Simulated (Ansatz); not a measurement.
Enthalpy of formation at 298 K: 7 cases among radicals of chlorinated organics, in kcal/mol, species as SMILES. Conventions: LANL2DZ with its own core potentials from Na on; valence correlation only; no spin-orbit coupling; non-relativistic; dispersion terms only where a functional's name holds one; UHF or UKS for open shells. CBS marks a two-point X^-3 extrapolation of the correlation energy; Hartree-Fock from the larger set. The bracket is a focal-point correction in the basis named. First-principles rows: single points at B3LYP-D3(BJ) geometries (Ansatz, a first-principles code), with unscaled harmonic terms from B3LYP/6-31G* (Ansatz) at its own minima, enthalpies of formation by atomisation with measured atoms.

Coupled cluster (Ansatz) is a level with limits of its own, used here on species with T1 under 0.025 (0.045 for open shells) and stable references: (a) RI-MP2/CBS(cc-pV(T+d)Z,cc-pV(Q+d)Z)+[CCSD(T)-MP2]/cc-pV(D+d)Z; (b) RI-MP2/CBS(aug-cc-pV(T+d)Z,aug-cc-pV(Q+d)Z)+[CCSD(T)-MP2]/aug-cc-pV(T+d)Z; (c) RI-MP2/CBS(cc-pV(T+d)Z,cc-pV(Q+d)Z)+[CCSD(T)-MP2]/cc-pV(T+d)Z.

```csv
species,atoms,coupled cluster,difference of B3LYP/LANL2DZ (Ansatz),difference of HF/STO-3G (Ansatz),difference of B3LYP/cc-pVDZ (Ansatz),difference of r2SCAN-D4/def2-TZVPD (Ansatz + dftd4),difference of wB97M-V/def2-TZVPD (Ansatz)
Cl[CH]Cl,4,20.5 (b),42.6,63.3,10.8,-8.6,-2.5
Cl[C](Cl)Cl,4,16.7 (c),63.1,91.3,14.4,-12.2,-4.3
[CH2]CCl,7,23.3 (c),21.4,45.1,10.8,-7.3,-1.8
C[CH]Cl,7,19.2 (c),27.9,45.6,11.2,-7.7,-2.2
CC[CH]Cl,10,13.8 (a),37.4,59.5,18.0,-7.0,-1.4
C[CH]CCl,10,14.1 (a),29.1,59.4,16.1,-8.1,-1.9
[CH2]CCCl,10,17.7 (a),33.3,58.7,18.6,-6.1,-0.8
```

```
level                                  cases  mean signed difference  mean absolute difference  median absolute difference  largest absolute difference
-------------------------------------  -----  ----------------------  ------------------------  --------------------------  ---------------------------
B3LYP/LANL2DZ (Ansatz)                     7                   36.40                     36.40                       33.30                         63.1
HF/STO-3G (Ansatz)                         7                   60.41                     60.41                       59.40                         91.3
B3LYP/cc-pVDZ (Ansatz)                     7                   14.27                     14.27                       14.40                         18.6
r2SCAN-D4/def2-TZVPD (Ansatz + dftd4)      7                   -8.14                      8.14                        7.70                         12.2
wB97M-V/def2-TZVPD (Ansatz)                7                   -2.13                      2.13                        1.90                          4.3
```

B3LYP/LANL2DZ lies above in 7 of 7 cases and within 2 kcal/mol in 0; mean signed difference 36.40 kcal/mol, mean absolute 36.40 kcal/mol (38.75 over the 4 cases of up to 7 atoms, 33.27 over the larger). These figures hold for the species listed.

How the rows were picked: cases drawn at random among the computed members of the class with clean coupled-cluster diagnostics. The batch they came from held 11 cases of this property in the class: 0 with a tabulated value, 7 with clean coupled cluster alone, 4 with neither, which enter no statistics. The levels are drawn from those run on every case listed, the commonest habits more often. No case is left out for the size of its miss. Left out are saddle points of the reference geometry, anions that the best level run finds unbound, excited spin states, species near biochemistry, 298 K rows of species without real B3LYP wavenumbers, cases with under five habitual levels, runs that failed or that the program found above a lower state of the same kind, table entries that another table contradicts, and a share of species set aside by lot.
